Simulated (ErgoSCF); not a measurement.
# CH (SMILES [CH]): a first try and a second

Wanted: the energy of CH, USVWN3(Ergo)/Huz-II (Cartesian functions).

Program for the calculation: ErgoSCF 3.8.

8 further runs of the same task are left out: 5 that didn't finish, 3 set aside as unsound or not needed.

## 1. The system as given

The species is CH (2 atoms), meant as a doublet with charge 0. SMILES: `[CH]`. The coordinates come from a GFN2-xTB relaxation.

Bond lengths: C1–H2 1.114 Å.

## 2. The input as first written

Contents of run.inp:

```
set_nthreads("env")
molecule_inline
C  0.00000000 0.00000000 0.00000000
H  0.00000000 0.00000000 2.10579741
spin_polarization = 1
tmpdir = "."
basis = "Huz-II"
use_6_d_functions = 1
scf.output_mulliken_pop = 1
scf.use_diagonalization = 1
XC.type = "GC2"
scf.max_number_of_iterations = 89
run "SVWN3"
```

Run with:

```bash
$ ergo < run.inp
```

The log of the run:

```text
INMA ERGO version 3.8
INMA C (charge=6.0) 0.000000 0.000000 0.000000
INMA H (charge=1.0) 0.000000 0.000000 2.105797
```

The script printed:

```text
line 5: syntax error
line 5: Aborted.
```

Wall time 0.02 s (1 thread of Arm Neoverse V2, shared host).

## 3. What went wrong

The input was rejected.

The telling line is `line 5: syntax error`. Cause: a block of the input isn't closed.

## 4. Second attempt

Contents of run.inp:

```
set_nthreads(1)
molecule_inline
C  0.00000000 0.00000000 0.00000000
H  0.00000000 0.00000000 2.10579741
EOF
basis = "Huz-II"
charge = 0
scf.max_number_of_iterations = 150
use_6_d_functions = 1
XC.type = "GC2"
spin_polarization = 1
scf.output_mulliken_pop = 1
tmpdir = "."
scf.use_diagonalization = 1
run "SVWN3"
```

Run with:

```bash
$ ergo run.inp
```

The log of the run:

```text
[...]
INMA  use_6_d_functions := 1
[...]
INSC Energy   1 =        -14.59711677554
[...]
INDE E_LUMO =         -0.19735473480
[...]
INSC Energy  11 =        -38.22115017470  ( diff     -0.000000000000973 )
[...]
RESC CONVERGED after  11 iterations.
RESC FINAL ENERGY:        -38.22115017470
RESC FINAL <S2> =          0.75141633061
[...]
INSC SCF: dipole_moment_x [atomic units] =       0.00000000
INSC SCF: dipole_moment_y [atomic units] =      -0.00000000
INSC SCF: dipole_moment_z [atomic units] =       0.64474500
[...]
```

Wall time 0.6 s (1 thread of Arm Neoverse V2, shared host).

## 5. Results

Level: USVWN3(Ergo)/Huz-II (Cartesian functions).

```
     quantity         value
 total energy  -38.22115 Eh
dipole moment        1.64 D
         ⟨S²⟩         0.751
```
